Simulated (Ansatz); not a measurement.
A nudged elastic band was laid between two geometries of BCl2H + H (5 atoms, charge 0, multiplicity 2).

The calculation used UKS PBE0-D4/cc-pVDZ in Ansatz.

- movable images: 5
- climbing image: yes
- spring: 5.0 eV/Å²
- optimiser: quadratic models (default)
- start path: through a guess of the saddle point
- force threshold: 0.05 eV/Å
- iteration limit: 60
- end points: relaxed

Image 0:

```xyz
5
Properties=species:S:1:pos:R:3
B 0.000 0.000 -0.324
H 0.000 -0.001 0.874
Cl 1.514 0.000 -1.190
Cl -1.514 0.000 -1.190
H 0.000 0.001 3.810
```

Image 6:

```xyz
5
Properties=species:S:1:pos:R:3
B 0.000 0.000 -0.660
H 0.000 0.000 2.404
Cl 1.535 0.000 -1.465
Cl -1.535 0.000 -1.465
H 0.000 0.000 3.167
```

(1) Which bonds break or form, and what moves?

(2) What energy profile does the band end with?

(3) What is the geometry of the highest image?

Answers

(1) Bonds broken: B1–H2. Bonds formed: H2–H5. BCl2H + H becomes BCl2 + H2.

(2) It converged. The highest image is number 3 of 0 to 6, 0.32 eV above the first end and 0.22 eV above the last; the last end lies 0.10 eV above the first. A vibrational analysis at the climbing image gives 2 clearly imaginary modes (911i, 41i cm⁻¹): a point of higher order, so a lower path passes nearby.

```csv
image,path coordinate (Å),energy (eV),B1–H2 (Å),H2–H5 (Å)
0,0.00,0.00,1.20,2.94
1,0.69,0.01,1.20,2.36
2,1.38,0.06,1.20,1.92
3,2.07,0.32,1.38,0.99
4,2.87,0.11,2.35,0.77
5,3.66,0.10,3.03,0.76
6,4.45,0.10,3.06,0.76
```

(3) 
```xyz
5
Properties=species:S:1:pos:R:3
B 0.000 0.188 -0.014
H 0.000 0.264 1.364
Cl 1.528 -0.108 -0.793
Cl -1.528 -0.108 -0.793
H 0.000 -0.236 2.216
```

Time of the run: 7.9 min on 1 thread of Arm Neoverse V1, with other jobs on the host, peak memory 0.15 GiB.
